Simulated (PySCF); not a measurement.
## AlB at PBE0

Computed with PBE0; basis Al def2-TZVP, B def2-TZVP; no relativity; PySCF 2.14.

For AlB, the state is ³Π (triplet), unpaired electrons σ ↑, π ↑, a second solution, started from another occupation, the bond length is 2.226 Å and the harmonic wavenumber is 489 cm⁻¹. The force constant is 1.10 mdyn/Å. The rotational constant Be is 0.4351 cm⁻¹. The anharmonicity ωexe is 3.43 cm⁻¹. The vibration–rotation constant αe is 0.00451 cm⁻¹, the energy of the minimum from ground-state Al + B is -2.07 eV and the bond order (Mayer) is 1.16. The dipole moment (positive dipole means Al(−)B(+)) is -1.14 D.
